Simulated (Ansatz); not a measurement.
# N2H3 (SMILES [NH]N): UMP2/def2-TZVP

Aim: the vertical ionisation energy of N2H3 at UMP2/def2-TZVP, from 2 runs. 

The calculation is run with Ansatz 0.2.0.

28 further runs of the same task are left out: 28 set aside as unsound or not needed.

## (1) Starting point

N2H3: 5 atoms, total charge 0, spin state doublet. SMILES: `[NH]N`. The coordinates come from a PBE0-D4/def2-TZVP relaxation. This is one conformer, not always the lowest.

Bond lengths: N1–N2 1.338 Å, N1–H3 1.021 Å, N2–H4 1.008 Å, N2–H5 1.012 Å. Angles: N1–N2–H4 113.9°, N1–N2–H5 120.9°, N2–N1–H3 106.1°, H4–N2–H5 114.6°.

## (2) A single-point energy at UMP2/def2-TZVP

File input.yaml:

```yaml
crystal:
  periodic: [false, false, false]
  atoms:
    - symbol: N
      position_ang: [-0.187600, -0.818050, 0.454040]
    - symbol: "N"
      position_ang: [-0.128660, 0.235610, -0.368450]
    - symbol: H
      position_ang: [0.759840, -0.951450, 0.811270]
    - symbol: H
      position_ang: [-1.030950, 0.592300, -0.640030]
    - symbol: H
      position_ang: [0.587360, 0.941580, -0.256830]
basis:
  gaussian:
    orbitals: def2-TZVP
magnetization:
  spin_polarized: true
  initial_magnetization: 1
correlation:
  method: mp2
  frozen_orbitals: {H: 0, "N": 1}
accuracy: high
```

Run with:

```
$ ansatz run input.yaml --threads 1 --pin off --max-ram 3480MiB --events-out events.jsonl --progress --plain --runs-dir runs
```

Standard output:

```text
Warning: RAYON_NUM_THREADS=1 ignored (pool sized by the plan → 1); use --threads N
Functional definition: HF
  name "HF"
  exchange = exact_x
  correlation = 0
1425 factors; integrals over basis functions are off by at most 3.0e-9 eV
mean field evaluation 1: about -3008.4987 eV, gradient 1.8e1 eV
mean field evaluation 2: about -3008.4997 eV, gradient 1.8e1 eV
mean field evaluation 4: about -3010.1103 eV, gradient 2.3e0 eV
mean field evaluation 8: about -3010.2246 eV, gradient 1.6e-1 eV
mean field -3010.22498051 eV, -110.6237276299 hartree, gradient 3.7e-8 eV, S^2 0.765686; 0 other end points of the search recorded, 0 dependent functions left out
2 core orbitals not correlated: weight in the atoms' cores, before any rotation towards them, 1.000 or more for the frozen orbitals, at most 0.000 for the correlated occupied ones
reference -3010.22498051 eV, -110.6237276299 hartree; 7, 6 occupied and 71, 72 virtual orbitals, 1425 factors
second order -10.60412080 eV of doubles, -0.00000000 eV of singles
Total energy: -3020.82910130 eV, -111.0134218814 hartree
```

It took 1.4 s on 1 thread of Arm Neoverse V1, shared host; peak memory 0.16 GiB.

## (3) The singlet cation, same level

File run.yaml:

```yaml
basis:
  gaussian: {orbitals: def2-TZVP}
crystal:
  periodic: [false, false, false]
  atoms:
    - symbol: N
      position_ang: [-0.187600, -0.818050, 0.454040]
    - symbol: "N"
      position_ang: [-0.128660, 0.235610, -0.368450]
    - symbol: H
      position_ang: [0.759840, -0.951450, 0.811270]
    - symbol: H
      position_ang: [-1.030950, 0.592300, -0.640030]
    - symbol: H
      position_ang: [0.587360, 0.941580, -0.256830]
total_charge: 1
correlation: {method: mp2, frozen_orbitals: {H: 0, "N": 1}}
accuracy: high
```

Run with:

```
$ ansatz run run.yaml --threads 1 --pin off --max-ram 3480MiB --events-out events.jsonl --progress --plain --runs-dir runs
```

Standard output:

```text
Warning: RAYON_NUM_THREADS=1 ignored (pool sized by the plan → 1); use --threads N
Functional definition: HF
  name "HF"
  exchange = exact_x
  correlation = 0
1425 factors; integrals over basis functions are off by at most 3.0e-9 eV
mean field evaluation 1: about -3000.1306 eV, gradient 3.0e1 eV
mean field evaluation 2: about -3000.1319 eV, gradient 3.0e1 eV
mean field evaluation 4: about -3002.0273 eV, gradient 2.2e0 eV
mean field evaluation 8: about -3002.0555 eV, gradient 2.1e-1 eV
mean field -3002.05594411 eV, -110.3235210793 hartree, gradient 1.8e-8 eV, S^2 0.000000; 0 other end points of the search recorded, 0 dependent functions left out; unrestricted orbitals would lower it
mean field evaluation 16: about -3001.9829 eV, gradient 4.8e0 eV
2 core orbitals not correlated: weight in the atoms' cores, before any rotation towards them, 1.000 or more for the frozen orbitals, at most 0.000 for the correlated occupied ones
reference -3002.05594411 eV, -110.3235210793 hartree; 6, 6 occupied and 72, 72 virtual orbitals, 1425 factors
second order -10.84135034 eV of doubles, -0.00000000 eV of singles
Total energy: -3012.89729444 eV, -110.7219333556 hartree
```

It took 1.3 s on 1 thread of Arm Neoverse V1, shared host; peak memory 0.14 GiB.

## (4) Outcome

At UMP2/def2-TZVP, 2 core orbitals frozen:

```
                                                   quantity          value
                                 doublet N2H3: total energy  -111.01342 Eh
  doublet N2H3: correlation energy (2 core orbitals frozen)     -389.7 mEh
            doublet N2H3: ⟨S²⟩ of the reference determinant          0.766
                               singlet cation: total energy  -110.72193 Eh
singlet cation: correlation energy (2 core orbitals frozen)     -398.4 mEh
         vertical ionisation energy (to the singlet cation)       7.932 eV
```

The vertical ionisation energy comes to 7.93 eV (183 kcal/mol). Only the singlet of the ionised species was computed; a triplet could lie lower. The restricted solution (singlet cation) is unstable to spin breaking: an unrestricted one lies lower.
